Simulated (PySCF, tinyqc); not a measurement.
CIS and TDHF on RHF in the sto-6g basis, frozen core, for CH+, spin multiplicity 1, step by step. The lowest restricted solution is unstable here: a spin-polarised one lies 0.0126 hartree lower (PySCF). One step of it, computed by the program tinyqc.

Problem. CIS matrix, triplets. A(ia,jb) = (e_a - e_i) d_ij d_ab - (ij|ab).

orbital energies (hartree): MO1 -11.858701, MO2 -1.270334, MO3 -0.871418, MO4 -0.299185, MO5 -0.299185, MO6 0.198548

Two-electron integrals over orbitals (pq|rs), unique and non-zero (hartree); the lowest 1 orbital is frozen and left out:
```
(22|22) 0.622630    (32|22) 0.055630    (32|32) 0.086221    (33|22) 0.511965
(33|32) -0.059418   (33|33) 0.640215    (42|42) 0.096194    (43|42) -0.045478
(43|43) 0.056345    (44|22) 0.566049    (44|32) -0.045015   (44|33) 0.572871
(44|44) 0.673218    (52|52) 0.096194    (53|52) -0.045478   (53|53) 0.056345
(54|54) 0.036281    (55|22) 0.566049    (55|32) -0.045015   (55|33) 0.572871
(55|44) 0.600655    (55|55) 0.673218    (62|22) -0.066322   (62|32) 0.028401
(62|33) -0.039732   (62|44) -0.108143   (62|55) -0.108143   (62|62) 0.107398
(63|22) 0.002291    (63|32) 0.065598    (63|33) -0.088828   (63|44) -0.068572
(63|55) -0.068572   (63|62) 0.062465    (63|63) 0.090635    (64|42) -0.041103
(64|43) 0.005613    (64|64) 0.028190    (65|52) -0.041103   (65|53) 0.005613
(65|65) 0.028190    (66|22) 0.596593    (66|32) 0.087990    (66|33) 0.497485
(66|44) 0.498918    (66|55) 0.498918    (66|62) 0.012856    (66|63) 0.055927
(66|66) 0.672563
```

Give: CIS matrix A, triplet.

Solution.

CIS matrix A, triplet (hartree):
```
       2>4    2>5     2>6     3>4     3>5     3>6
2>4  0.405  0.000   0.000   0.045   0.000   0.000
2>5  0.000  0.405   0.000   0.000   0.045   0.000
2>6  0.000  0.000   0.872   0.000   0.000  -0.088
3>4  0.045  0.000   0.000  -0.001   0.000   0.000
3>5  0.000  0.045   0.000   0.000  -0.001   0.000
3>6  0.000  0.000  -0.088   0.000   0.000   0.572
```
